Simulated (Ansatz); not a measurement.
# BH₄NS: one species, many methods

One table from this session's results is given with a row withheld; the runs are named, their logs left out.

Method: functionals in def2-TZVPP, the program's frozen cores in correlated methods; program: Ansatz 0.2.0, Gaussian basis.

Levels to be run: LDA (SPW92), PBE-D4, revPBE-D4, BLYP-D4, r2SCAN-D4, B97M-V, PBE0-D4, B3LYP-D4, r2SCANh-D4, r2SCAN0-D4, HSE06-D4, BHLYP-D4, CAM-B3LYP-D4, LC-ωPBE, ωB97X-V, ωB97M-V, B2PLYP, PBE-QIDH; CCSD(T)/def2-SVP; CCSD(T)/def2-TZVPP; CCSD(T)/def2-QZVPP; extrapolation to the limit; RPA on PBE.

## The relaxed structure

All runs share one geometry, relaxed beforehand with PBE0-D4 in a triple-zeta def2 set.

SMILES `NBS`, 7 atoms, charge 0, spin multiplicity 1.

Atoms are counted from 1 here; the program's logs count them from 0.

Bond lengths: N1–B2 1.391 Å, N1–H4 1.006 Å, N1–H5 1.004 Å, B2–S3 1.816 Å, B2–H6 1.194 Å, S3–H7 1.339 Å. Angles: B2–N1–H4 124.2°, B2–N1–H5 121.9°, H4–N1–H5 113.8°, N1–B2–S3 120.0°, N1–B2–H6 119.9°, S3–B2–H6 120.1°, B2–S3–H7 96.3°.

The first run:

Contents of in.yaml:

```yaml
crystal:
  periodic: [false, false, false]
  atoms:
    - {symbol: N, position_ang: [-0.919190, 0.393174, -0.612085]}
    - {symbol: B, position_ang: [0.157029, 0.144347, 0.234134]}
    - {symbol: S, position_ang: [1.088751, -1.407582, 0.085996]}
    - {symbol: H, position_ang: [-1.235614, -0.240267, -1.326472]}
    - {symbol: H, position_ang: [-1.454360, 1.241167, -0.555621]}
    - {symbol: H, position_ang: [0.466095, 0.952177, 1.056581]}
    - {symbol: H, position_ang: [1.958590, -1.151016, 1.071767]}
basis:
  gaussian: {orbitals: def2-TZVPP}
hamiltonian: {xc: lda}
output: {orbitals: {seedname: orbitals}}
```

Launch:

```sh
$ ansatz run in.yaml --threads 2 --pin off --events-out ev --progress --plain --max-ram 32768MiB --backend cpu
```

Among the steps run: LDA; PBE-D4 (GGA); revPBE-D4 (GGA); BLYP-D4 (GGA); r2SCAN-D4 (meta-GGA); B97M-V (meta-GGA); PBE0-D4 (hybrid); B3LYP-D4 (hybrid); r2SCANh-D4 (hybrid); r2SCAN0-D4 (hybrid); HSE06-D4 (hybrid); BHLYP-D4 (hybrid); CAM-B3LYP-D4 (range-separated); LC-ωPBE (range-separated); ωB97X-V (range-separated); ωB97M-V (range-separated); B2PLYP (double hybrid); PBE-QIDH (double hybrid).

One of the session's tables, all rows but one given; the rest of the session is left out.

It belongs to the step «Orbital energies across the functionals». 

| functional | HOMO (eV) | LUMO (eV) | gap (eV) |
| --- | --- | --- | --- |
| LDA (SPW92) | -6.10 | -0.70 | 5.40 |
| PBE-D4 | ? | ? | ? |
| revPBE-D4 | -5.91 | -0.37 | 5.54 |
| BLYP-D4 | -5.79 | -0.35 | 5.44 |
| r2SCAN-D4 | -6.23 | -0.13 | 6.11 |
| B97M-V | -6.31 | -0.18 | 6.13 |
| PBE0-D4 | -7.18 | 0.49 | 7.67 |
| B3LYP-D4 | -6.93 | 0.20 | 7.13 |
| r2SCANh-D4 | -6.69 | 0.20 | 6.89 |
| r2SCAN0-D4 | -7.37 | 0.69 | 8.05 |
| HSE06-D4 | -6.78 | 0.11 | 6.88 |
| BHLYP-D4 | -8.26 | 1.23 | 9.49 |
| CAM-B3LYP-D4 | -8.49 | 1.38 | 9.87 |
| LC-ωPBE | -9.90 | 2.67 | 12.57 |
| ωB97X-V | -9.52 | 2.48 | 12.00 |
| ωB97M-V | -9.37 | 2.06 | 11.42 |

Estimate the missing values for PBE-D4.

As computed: HOMO (eV): -5.96; LUMO (eV): -0.46; gap (eV): 5.50. In the column «HOMO (eV)» it lies between LDA (SPW92) (-6.10) and revPBE-D4 (-5.91).
